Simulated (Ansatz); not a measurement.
in.yaml

```yaml
crystal:
  periodic: [false, false, false]
  atoms:
    - {symbol: Al, position_ang: [0.000000, -0.079020, 0.634433]}
    - {symbol: O, position_ang: [0.000000, 0.000201, -1.063260]}
    - {symbol: H, position_ang: [0.000000, 1.302005, 1.467317]}
    - {symbol: H, position_ang: [0.000000, 0.810086, -1.572931]}
basis:
  gaussian: {orbitals: STO-3G}
total_charge: 1
magnetization: {spin_polarized: false, initial_magnetization: 4}
correlation: {method: ccsdtq, electrons: outside_noble_gas}
```

```sh
$ ansatz run in.yaml --threads 1 --pin off --events-out ev --progress --plain --max-ram 2393MiB
```

Q: How does this run end?

A: Converged. The settings were drawn as a stress test.
```
265 factors; integrals over basis functions are off by at most 2.5e-8 eV
mean field evaluation 1: about -8529.5873 eV, gradient 1.3e1 eV
mean field evaluation 2: about -8529.6282 eV, gradient 1.3e1 eV
mean field evaluation 4: about -8530.8410 eV, gradient 5.1e-1 eV
mean field evaluation 8: about -8530.8427 eV, gradient 4.6e-4 eV
mean field evaluation 16: about -8529.7884 eV, gradient 3.2e0 eV
mean field evaluation 32: about -8530.3772 eV, gradient 1.2e0 eV
mean field evaluation 64: about -8529.8736 eV, gradient 7.8e-2 eV
mean field evaluation 96: about -8518.6498 eV, gradient 2.0e1 eV
mean field -8530.84272183 eV, -313.5026876145 hartree, gradient 9.0e-7 eV, S^2 6.000000; 6 other end points of the search recorded, 0 dependent functions left out
mean field evaluation 128: about -8530.7795 eV, gradient 2.5e0 eV
determinant -8530.84272183 eV, -313.5026876145 hartree, with singles and doubles -8531.77540353 eV, -313.5369630347 hartree
determinant -8529.91126165 eV, -313.4684570840 hartree, with singles and doubles -8530.72459573 eV, -313.4983465603 hartree
6 core orbitals not correlated: weight in the atoms' cores, before any rotation towards them, 1.000 or more for the frozen orbitals, at most 0.000 for the correlated occupied ones
reference -8530.84272183 eV, -313.5026876145 hartree; 7, 3 occupied and 3, 7 virtual orbitals, 265 factors
second order -0.64309797 eV of doubles, -0.02336998 eV of singles
cycle   1  -0.82493990 eV  change   -1.6e-1 eV  update   3.6e-2
cycle   2  -0.92310926 eV  change   -9.8e-2 eV  update   1.6e-2
cycle   3  -0.93838167 eV  change   -1.5e-2 eV  update   8.1e-3
cycle   4  -0.94321439 eV  change   -4.8e-3 eV  update   4.5e-3
cycle   5  -0.94407119 eV  change   -8.6e-4 eV  update   2.4e-3
cycle   6  -0.94519442 eV  change   -1.1e-3 eV  update   1.6e-3
cycle   7  -0.94539857 eV  change   -2.0e-4 eV  update   9.3e-4
cycle   8  -0.94554756 eV  change   -1.5e-4 eV  update   6.2e-4
cycle   9  -0.94576347 eV  change   -2.2e-4 eV  update   3.3e-4
cycle  10  -0.94571504 eV  change    4.8e-5 eV  update   2.1e-4
cycle  11  -0.94571233 eV  change    2.7e-6 eV  update   1.2e-4
cycle  12  -0.94572329 eV  change   -1.1e-5 eV  update   4.7e-5
cycle  13  -0.94572725 eV  change   -4.0e-6 eV  update   2.1e-5
cycle  14  -0.94574104 eV  change   -1.4e-5 eV  update   8.9e-6
cycle  15  -0.94574256 eV  change   -1.5e-6 eV  update   4.4e-6
cycle  16  -0.94574206 eV  change    5.0e-7 eV  update   2.5e-6
cycle  17  -0.94574085 eV  change    1.2e-6 eV  update   1.4e-6
cycle  18  -0.94574032 eV  change    5.3e-7 eV  update   7.7e-7
Total energy: -8531.78846216 eV, -313.5374429304 hartree
```
